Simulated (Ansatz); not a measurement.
Born–Oppenheimer molecular dynamics of C₂HS (4 atoms, charge 0, multiplicity 2). It goes on from the last frame of an earlier run, with new velocities.

All numbers below come from UKS PBE0-D4/def2-SVP in Ansatz.

```yaml
ensemble: NVE (Milne-controlled integrator)
time_step: 0.5 fs
steps_asked: 100
starting_velocities_drawn_for: 1000 K
masses: H 3.016 u
seed: 223214
```

First frame:

```xyz
4
Properties=species:S:1:pos:R:3
C -0.215 0.200 1.879
C -0.145 0.082 0.574
S -0.365 0.209 -1.031
H 0.845 -0.115 -1.597
```

Task: How far do the bonds stretch over the last three quarters of this one trajectory? (Pairs bonded in most of those frames.)

Result: 
| bond | mean (Å) | spread (Å) | shortest | longest |
| --- | --- | --- | --- | --- |
| C1–C2 | 1.285 | 0.025 | 1.25 | 1.32 |
| C2–S3 | 1.640 | 0.024 | 1.61 | 1.68 |
| S3–H4 | 1.372 | 0.083 | 1.26 | 1.50 |

Mean temperature of the second half: 575 K. The conserved energy stayed within 0.036 meV per atom of its start (net change 0.006 meV per atom), so the integration is sound. A run of 0.05 ps of so small a system gives no equilibrium averages.

Time of the run: 83 s on 1 thread of AMD EPYC 9R45 96-Core Processor (Zen 5), on a shared host, peak memory 0.14 GiB.
